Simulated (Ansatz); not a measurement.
## Where CCSD(T) holds and where it slips

Each species is computed at the geometry given (Å), with frozen cores, in Ansatz 0.2.0: RHF-CCSD(T) for singlets, UHF-CCSD(T) otherwise, and full CI in the same basis. The program picks the determinant by trial CCSD, so it needn't be the lowest Hartree–Fock solution. States: SiH4 A, Si–BH2 A2, SiH3⁺ A''. Cases whose determinant has another symmetry than full CI's state, or whose (Q) step broke down, weren't drawn.

**Question.** Judging by size, spin and bonding, rank them by the size of CCSD(T)'s error in total energy against full CI in the same basis, smallest first (an estimate).
A. SiH4, singlet, 6-31G: Si 0.012 0.006 0.001; H 0.702 0.873 0.870; H -0.936 -0.872 0.862; H -0.848 0.782 -0.838; H 0.762 -0.952 -0.933
B. Si–BH2, quartet, 6-31G: Si 0.000 0.000 0.971; B 0.000 0.000 -2.006; H 0.000 -1.607 -2.770; H 0.000 1.607 -2.770
C. SiH3⁺, triplet, cc-pVDZ: Si 0.000 0.000 -0.044; H 1.415 0.015 0.409; H -0.721 1.220 0.403; H -0.697 -1.233 0.407

**Answer.** A (9.2 meV), C (23.5 meV), B (78.2 meV).

```json
{"species": "SiH4, singlet", "basis": "6-31G", "correlated electrons": "8", "CCSD(T) − full CI (meV)": "9.2", "CCSDT(Q) − full CI (meV)": "0.2", "unpaired electrons (full CI)": "0.03", "T1": "0.008", "⟨S²⟩ of the determinant": "0.00"}
{"species": "SiH3⁺, triplet", "basis": "cc-pVDZ", "correlated electrons": "6", "CCSD(T) − full CI (meV)": "23.5", "CCSDT(Q) − full CI (meV)": "0.2", "unpaired electrons (full CI)": "2.04", "T1": "0.025", "⟨S²⟩ of the determinant": "2.05"}
{"species": "Si–BH2, quartet", "basis": "6-31G", "correlated electrons": "9", "CCSD(T) − full CI (meV)": "78.2", "CCSDT(Q) − full CI (meV)": "0.8", "unpaired electrons (full CI)": "3.18", "T1": "0.052", "⟨S²⟩ of the determinant": "3.85"}
```

Unpaired electrons are Σ n²(2−n)² over natural occupations; an open shell counts its own unpaired electrons too. Frozen cores follow each run's orbitals, which moves totals by a few meV.
